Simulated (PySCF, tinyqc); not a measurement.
CCD on RHF in the sto-3g basis, frozen core, for LiH, spin multiplicity 1, step by step. The lowest restricted solution is unstable here: a spin-polarised one lies 0.0022 hartree lower (PySCF). One step of it, computed by the program tinyqc.

Problem. CCD: starting amplitudes. t_ij^ab = <ij||ab> / (e_i + e_j - e_a - e_b), whose energy is MP2.

orbital energies (hartree): MO1 -2.365871, MO2 -0.238157, MO3 0.071148, MO4 0.160727, MO5 0.160727, MO6 0.395946

Two-electron integrals over orbitals (pq|rs), unique and non-zero (hartree); the lowest 1 orbital is frozen and left out:
```
(22|22) 0.451247    (32|22) -0.059536   (32|32) 0.021462    (33|22) 0.213135
(33|32) 0.014498    (33|33) 0.328549    (42|42) 0.021219    (43|42) 0.020314
(43|43) 0.041378    (44|22) 0.245166    (44|32) 0.013599    (44|33) 0.279628
(44|44) 0.312946    (52|52) 0.021219    (53|52) 0.020314    (53|53) 0.041378
(54|54) 0.016869    (55|22) 0.245166    (55|32) 0.013599    (55|33) 0.279628
(55|44) 0.279207    (55|55) 0.312946    (62|22) 0.108083    (62|32) -0.044444
(62|33) -0.018561   (62|44) -0.036851   (62|55) -0.036851   (62|62) 0.130622
(63|22) -0.057917   (63|32) 0.017494    (63|33) 0.036689    (63|44) 0.008026
(63|55) 0.008026    (63|62) -0.039336   (63|63) 0.031237    (64|42) -0.018445
(64|43) -0.011955   (64|64) 0.019227    (65|52) -0.018445   (65|53) -0.011955
(65|65) 0.019227    (66|22) 0.423007    (66|32) -0.049216   (66|33) 0.238703
(66|44) 0.258475    (66|55) 0.258475    (66|62) 0.098434    (66|63) -0.046542
(66|66) 0.418832
```

Give: Starting amplitudes; correlation energy.

Solution.

Starting amplitudes (spin orbitals 1a, 1b, ...; amplitudes related by a flip of all spins are not repeated):
```
from      to        t
2a 2b  6a 6b  -0.1030
2a 2b  3a 6b   0.0471
2a 2b  3a 3b  -0.0347
2a 2b  4a 4b  -0.0266
2a 2b  5a 5b  -0.0266
```

correlation energy = -0.019515 hartree
